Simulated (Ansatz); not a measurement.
Pulling the pair apart

The pair of H3O⁺ (SMILES [OH3+], atoms 1–4) and C2H4 (SMILES C=C, atoms 5–10), both closed shells, in one local arrangement (a lower one may exist), relaxed at PBE0-D4/def2-TZVP:

```csv
atom,x (Å),y (Å),z (Å)
O1,-0.6173,-0.3272,-1.5554
H2,-0.2206,-0.1164,-0.5634
H3,-0.0161,-0.8376,-2.1231
H4,-0.9538,0.4555,-2.0229
C5,0.7973,0.5071,0.7859
C6,-0.2080,-0.2383,1.2606
H7,1.7703,0.0751,0.5698
H8,0.7026,1.5841,0.6787
H9,-1.1606,0.2028,1.5392
H10,-0.0937,-1.3049,1.4304
```

C2H4 is shifted rigidly along the line between the mean atom positions of the two fragments (negative: closer). Counterpoise interaction energies in kcal/mol. Program: Ansatz 0.2.0. Basis: def2-TZVPPD. Cores are frozen in the correlated methods.

| shift (Å) | MP2 | wB97M-V | PBE-D4 |
| --- | --- | --- | --- |
| -0.18 | -23.80 | -24.82 | -27.25 |
| -0.09 | -25.44 | -26.50 | -28.85 |
| 0.00 | -26.04 | -27.12 | -29.39 |
| 0.09 | -25.87 | -26.97 | -29.17 |
| 0.22 | -24.80 | -25.90 | -28.00 |
| 0.45 | -21.45 | -22.51 | -24.43 |
| 0.90 | -14.42 | -15.23 | -16.81 |
| 1.80 | -6.03 | -6.29 | -7.02 |

Q: What does CCSD(T) give at these shifts? (To be estimated.)

A: Computed: -22.44, -24.19, -24.87, -24.79, -23.82, -20.65, -13.86, -5.78 kcal/mol. For zero shift, CCSD(T) at an estimated basis limit (MP2 extrapolated from triple and quadruple zeta, plus CCSD(T) − MP2 in triple zeta) gives -25.76 kcal/mol. These are counterpoise interaction energies, counted from the two frozen fragments.

The T1 diagnostic stays at or below 0.010. The restricted Hartree–Fock reference is unstable towards an unrestricted one here.

For scale, one of the runs: CCSD(T)/def2-TZVPPD, 233 basis functions, launched by `ansatz run in.yaml --threads 4 --pin off --events-out ev --progress --plain --max-ram 9574MiB`. Hardware: 4 CPU threads of an Arm Neoverse V1, shared host. Wall time 69 s; peak host memory 4.2 GiB.
